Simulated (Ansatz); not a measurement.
**How methods differ on SiO2 (SMILES O=[Si]=O)**

The species is SiO2 (3 atoms), meant as a singlet with charge 0. SMILES: `O=[Si]=O`. The coordinates come from a GFN2-xTB relaxation.

```xyz
3

O     0.6912    1.2173    0.5137
Si   -0.0007    0.0004   -0.0002
O    -0.6905   -1.2177   -0.5136
```

Each level gives the electronic atomisation energy (eV). The values are calculated. Electronic energies at fixed atoms, without zero-point motion or spin-orbit coupling.

| level | kind | program | value (eV) | less FCI/STO-3G | CPU time (all runs) |
| --- | --- | --- | --- | --- | --- |
| PBE/STO-3G | GGA | Ansatz | 11.73 | +4.40 | 1.9 s |
| revPBE/STO-3G | GGA | Ansatz | 11.11 | +3.78 | 1.6 s |
| B3LYP/STO-3G | global hybrid | Ansatz | 9.99 | +2.66 | 1.5 s |
| PBE0/STO-3G | global hybrid | Ansatz | 9.62 | +2.29 | 1.4 s |
| HSE06/STO-3G | range-separated hybrid | Ansatz | 9.67 | +2.34 | 2 s |
| wB97X/STO-3G | range-separated hybrid | Ansatz | 8.97 | +1.64 | 5.8 s |
| CCSD(T)/STO-3G | coupled cluster or CI | Ansatz | 7.40 | +0.07 | 0.48 s |
| CCSDT(Q)/STO-3G | coupled cluster or CI | Ansatz | 7.38 | +0.05 | 1.4 s |
| FCI/STO-3G | exact in the basis | Ansatz | 7.33 | 0.00 | 1.1 s |

FCI/STO-3G is exact within its basis and frozen core, so for wave-function methods in that basis the difference is their error; functionals converge differently with the basis, so for them it is only a difference. The values span 7.33 to 11.73 eV. All rows use very small basis sets, so none should be taken for the real molecule's value. Times are those of the runs behind each value, whatever else they computed, on shared processors of several kinds: orders of magnitude only.
